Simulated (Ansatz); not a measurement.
# CH₄N₂, SMILES N=CN: a ladder of basis sets

Program: Ansatz 0.2.0, Python API.

Run as a notebook:

```python
import ansatz as az
```

```python
geometry_ang = [
    ("N", (-0.8775, -0.8677, -0.5594)),
    ("C", (-0.2093, 0.1753, -0.2219)),
    ("N", (0.9487, 0.0349, 0.3892)),
    ("H", (-1.7024, -0.4769, -1.0408)),
    ("H", (-0.4978, 1.2184, -0.4226)),
    ("H", (1.239, 0.7607, 1.0739)),
    ("H", (1.1605, -0.9128, 0.7359)),
]
geometry = az.Crystal.molecule()
for symbol, xyz in geometry_ang:
    geometry = geometry.atom(symbol, xyz)
```

```python
base = geometry.calculation().functional("b3lyp")
```

```python
energies = {}
for basis in ["cc-pVDZ", "cc-pVTZ"]:
    data = base.basis(gaussian=basis).run(threads=1).report
    size = data["n_frozen"] + data["n_occupied"][0] + data["n_virtual"][0]
    energies[basis] = (data["reference_energy_ev"] / 27.211386246, data["free_energy_ev"] / 27.211386246)
    print(f"{basis:14s} {size:4d} orbitals  reference {energies[basis][0]:14.6f} Ha  total {energies[basis][1]:14.6f} Ha")
```

    cc-pVDZ          62 orbitals  reference    -150.005940 Ha  total    -150.005940 Ha
    cc-pVTZ         146 orbitals  reference    -150.062683 Ha  total    -150.062683 Ha

```python
last = energies["cc-pVTZ"][1]
for basis, (_, total) in energies.items():
    print(f"{basis:14s} lies {27.211386 * (total - last):9.4f} eV above cc-pVTZ")
```

    cc-pVDZ        lies    1.5440 eV above cc-pVTZ
    cc-pVTZ        lies    0.0000 eV above cc-pVTZ

Against cc-pVDZ: cc-pVTZ -56.7 mHa. The last step alone is -56.74 mHa. From the first set to the last the time grows from 1.1 to 2.3 s.

Notes:
- The drop along the ladder measures the basis error, and is no property of the molecule.
- The geometry is a force-field or estimated start, not a minimum of this method, and the last set is no limit. Much of the fall in a total is atomic energy, which cancels in bond and reaction energies.
- b3lyp holds the VWN-RPA fit, as in Gaussian; the form of ORCA and Turbomole is b3lyp5.
- It ran for 3.8 s on 1 thread of Arm Neoverse V1 (shared host), peak memory 0.25 GiB.
